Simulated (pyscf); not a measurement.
PySCF, gas phase, ωB97X-D3(BJ)/def2-SVP geometries.

For the elementary gas-phase step O=V(F)(Cl)–Cl + HCl → O=V(Cl)(Cl)–Cl + HF (singlet surface; F–V, Cl–H broken, Cl–V, F–H formed), what barrier and reaction energy does ωB97M-D3(BJ)/def2-TZVP give, measured from the separated reactants?

ΔE‡ = 15.8 kcal/mol, ΔE = +2.6 kcal/mol. Zero-point energy shifts the barrier by 0.0 kcal/mol. It is a four-centre exchange, with an imaginary mode of 642i cm⁻¹. This is the saddle that the search found; another between the same sides may lie lower.
